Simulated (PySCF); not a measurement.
Ligands exchanged one at a time, Al Cl-SH. Gas-phase values, no solvent. One relaxed conformer stands for each flexible species; it need not be the lowest. Strings in code marks are SMILES.

The HOMO from two functionals at the same geometries (B3LYP-D3(BJ)/def2-TZVP), both in PySCF: PBE-D3(BJ)/def2-TZVP and B3LYP-D3(BJ)/def2-TZVP. B3LYP has the VWN-RPA correlation part, as in Gaussian. 

| species | B3LYP-D3(BJ)/def2-TZVP (eV) |
|---|---|
| 0 of 3 Cl replaced by SH (`[Cl][Al]([Cl])[Cl]`) | -9.08 |
| 1 of 3 Cl replaced by SH | -7.97 |
| 2 of 3 Cl replaced by SH (`[SH][Al]([SH])[Cl]` (H–S–Al–Cl torsion 0°, Cl–Al–S–H torsion 0°)) | -7.60 |
| 3 of 3 Cl replaced by SH | -7.45 |

Task: What does PBE-D3(BJ)/def2-TZVP give for each?

Result: 
- 0 of 3 Cl replaced by SH (`[Cl][Al]([Cl])[Cl]`): -7.96
- 1 of 3 Cl replaced by SH: -7.02
- 2 of 3 Cl replaced by SH (`[SH][Al]([SH])[Cl]` (H–S–Al–Cl torsion 0°, Cl–Al–S–H torsion 0°)): -6.66
- 3 of 3 Cl replaced by SH: -6.51
Over these rows, drawn at random from the members with no instability flagged (it was tested for open shells, ions and some series alone), PBE minus B3LYP-D3(BJ): mean +0.99 eV, from +0.94 eV to +1.12 eV.
